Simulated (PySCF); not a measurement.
Species: SF4.
Cartesian coordinates in Å at the PBE0-D3(BJ)/def2-SVP level; atoms count from 1:
```xyz
5
SF4 angstrom
F     -0.045    1.317   -0.074
S     -0.290   -0.210    0.254
F     -1.262   -0.265   -1.088
F      0.836   -0.053    1.461
F      0.835   -0.899   -0.615
```

Method: delta-SCF UKS SCAN, pcX-2 on the ionised atom, pcseg-1 elsewhere, spin-free X2C (PySCF). Vertical ΔSCF values, vacuum level as zero.

One binding energy is withheld.

```json
{"atom(s)": "F1/F5", "bonded to": "S", "level": "F 1s", "binding energy (eV)": "694.87"}
{"atom(s)": "F3/F4", "bonded to": "S", "level": "F 1s", "binding energy (eV)": "692.80"}
{"atom(s)": "S2", "bonded to": "4 F", "level": "S 1s", "binding energy (eV)": "?"}
```

(1) Fill in S 1s for S2.

Answers

(1) 2486.38 eV (sulfur bonded to 4 F).

Lowest listed F 1s: F3/F4, bonded to S. Highest, 2.07 eV above it: F1/F5, bonded to S. Summing the Pauling electronegativity differences to the bonded atoms, each weighted by its formal bond order, gives -1.40 for the lowest site and -1.40 for the highest; the sum is the same at every site.

Q: Express the binding energy of F 1s of F3/F4 in atomic units and per mole.

A: 692.80 eV = 25.4599 Eh = 66845 kJ/mol.

Atoms equivalent by their bonding share one computed value, that of the first of them. Not every level is listed. Geometry: PBE0-D3(BJ)/def2-SVP; no solvent, vibrations or thermal averaging.
